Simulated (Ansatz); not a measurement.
Basis-set extrapolation for C₃H₈OS, SMILES `CCS(C)=O` (PBE0-D4/def2-TZVP geometry, frozen core, the Gaussian-basis code of Ansatz). Multiplicity 1, RHF reference.

```json
{"": "HF", "def2-TZVPP": "-590.706340", "def2-QZVPP": "-590.728468"}
{"": "MP2 correlation", "def2-TZVPP": "-0.954123", "def2-QZVPP": "-1.024525"}
{"": "CCSD(T) correlation", "def2-TZVPP": "-1.041411", "def2-QZVPP": "not run"}
```

Energies in hartree. Use E(X) = E(∞) + A·exp(−7.88·√X) for Hartree–Fock and E(X) = E(∞) + B·X^(−2.97) for correlation, with X = 3 and 4, and add CCSD(T) minus MP2 of the smaller set to the MP2 limit.

Question: What is the CCSD(T) energy at the basis-set limit?

Answer: HF limit: -590.728468 + (-0.022128) × 0.13774 = -590.73152. MP2 limit: -1.024525 + (-0.070402) × 0.74074 = -1.07667. Higher-order term: -1.041411 − (-0.954123) = -0.08729. Total: -591.89548 hartree, 387.9 kJ/mol below CCSD(T)/def2-TZVPP.
